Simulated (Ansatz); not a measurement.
Born–Oppenheimer molecular dynamics of BH5OS (8 atoms, charge 0, multiplicity 1). It starts at the highest image of a converged band, a first-order saddle point between two minima.

Method: RKS PBE0/cc-pVDZ in Ansatz 0.2.0.

```yaml
ensemble: NVE (velocity Verlet)
time_step: 0.5 fs
steps_asked: 200
starting_velocities_drawn_for: 300 K
seed: 5318
```

Frames 1 fs apart, positions in Å.

Velocities at 55 fs (Å/ps):

```
B 0.00 -11.42 1.38
O 0.02 -10.88 -1.58
H -2.65 -58.77 27.81
H 14.21 -26.22 -2.01
H -15.91 -0.06 5.80
S 0.51 10.86 -0.32
H -21.50 2.82 14.25
H 9.34 31.91 -25.32
```

```xyz
8
Properties=species:S:1:pos:R:3 time_fs=55 energy_less_start_eV=-0.547 T=1006
B -0.041 -0.162 0.402
O -0.144 -0.806 1.599
H -1.080 -0.947 1.776
H 1.068 0.213 0.135
H -0.968 -0.049 -0.422
S -0.064 2.540 0.845
H 1.006 2.507 1.680
H -0.571 3.697 1.356
8
Properties=species:S:1:pos:R:3 time_fs=56 energy_less_start_eV=-0.559 T=1021
B -0.041 -0.173 0.403
O -0.144 -0.817 1.597
H -1.082 -1.007 1.805
H 1.083 0.187 0.132
H -0.981 -0.050 -0.413
S -0.064 2.551 0.845
H 0.984 2.511 1.694
H -0.561 3.728 1.331
8
Properties=species:S:1:pos:R:3 time_fs=57 energy_less_start_eV=-0.554 T=1014
B -0.041 -0.184 0.404
O -0.145 -0.828 1.596
H -1.078 -1.068 1.832
H 1.098 0.160 0.128
H -0.990 -0.052 -0.398
S -0.063 2.562 0.845
H 0.962 2.515 1.709
H -0.550 3.756 1.307
8
Properties=species:S:1:pos:R:3 time_fs=58 energy_less_start_eV=-0.550 T=1010
B -0.042 -0.196 0.405
O -0.146 -0.839 1.594
H -1.062 -1.126 1.855
H 1.110 0.133 0.124
H -0.993 -0.055 -0.377
S -0.063 2.573 0.844
H 0.942 2.521 1.727
H -0.537 3.780 1.282
8
Properties=species:S:1:pos:R:3 time_fs=59 energy_less_start_eV=-0.555 T=1015
B -0.043 -0.208 0.405
O -0.148 -0.850 1.593
H -1.034 -1.179 1.873
H 1.118 0.105 0.120
H -0.992 -0.060 -0.352
S -0.062 2.584 0.844
H 0.925 2.527 1.747
H -0.524 3.802 1.258
8
Properties=species:S:1:pos:R:3 time_fs=60 energy_less_start_eV=-0.550 T=1010
B -0.043 -0.220 0.405
O -0.151 -0.861 1.592
H -0.999 -1.227 1.884
H 1.121 0.076 0.117
H -0.988 -0.065 -0.326
S -0.062 2.596 0.843
H 0.909 2.535 1.770
H -0.509 3.820 1.235
8
Properties=species:S:1:pos:R:3 time_fs=61 energy_less_start_eV=-0.521 T=972
B -0.044 -0.232 0.405
O -0.154 -0.872 1.591
H -0.963 -1.272 1.892
H 1.117 0.048 0.115
H -0.985 -0.071 -0.301
S -0.062 2.607 0.842
H 0.896 2.543 1.795
H -0.493 3.837 1.212
8
Properties=species:S:1:pos:R:3 time_fs=62 energy_less_start_eV=-0.479 T=919
B -0.044 -0.245 0.405
O -0.155 -0.884 1.591
H -0.934 -1.315 1.897
H 1.110 0.021 0.112
H -0.985 -0.075 -0.280
S -0.062 2.619 0.842
H 0.882 2.553 1.820
H -0.478 3.853 1.191
8
Properties=species:S:1:pos:R:3 time_fs=63 energy_less_start_eV=-0.452 T=883
B -0.044 -0.259 0.406
O -0.156 -0.895 1.590
H -0.917 -1.359 1.901
H 1.099 -0.005 0.110
H -0.991 -0.079 -0.266
S -0.061 2.630 0.841
H 0.866 2.564 1.843
H -0.463 3.871 1.171
8
Properties=species:S:1:pos:R:3 time_fs=64 energy_less_start_eV=-0.439 T=866
B -0.043 -0.272 0.408
O -0.156 -0.906 1.590
H -0.911 -1.403 1.903
H 1.088 -0.028 0.107
H -1.002 -0.082 -0.258
S -0.061 2.642 0.840
H 0.848 2.575 1.865
H -0.449 3.891 1.152
8
Properties=species:S:1:pos:R:3 time_fs=65 energy_less_start_eV=-0.426 T=849
B -0.043 -0.287 0.410
O -0.155 -0.918 1.590
H -0.911 -1.443 1.902
H 1.079 -0.047 0.103
H -1.017 -0.083 -0.255
S -0.060 2.653 0.840
H 0.827 2.588 1.883
H -0.436 3.913 1.136
8
Properties=species:S:1:pos:R:3 time_fs=66 energy_less_start_eV=-0.416 T=837
B -0.044 -0.302 0.412
O -0.154 -0.930 1.591
H -0.911 -1.475 1.895
H 1.074 -0.062 0.098
H -1.034 -0.085 -0.257
S -0.060 2.665 0.839
H 0.803 2.601 1.897
H -0.424 3.936 1.120
```

Of the whole run (100 fs, mean temperature of the second half 941 K): The conserved energy stayed within 0.14 meV per atom of its start (net change 0.057 meV per atom), so the integration is sound. The kinetic energy rose, since the run started high on the potential surface and went downhill. It ends in pieces (BH3O + H2S), so much of that is their flight and rotation, not heat. A run of 0.1 ps of so small a system gives no equilibrium averages. The orbitals stay closed-shell, which can raise the energy where a bond breaks towards radicals; this wasn't checked here.

Time of the run: 6.8 min on 1 thread of Arm Neoverse V2, on a shared host, peak memory 0.12 GiB.
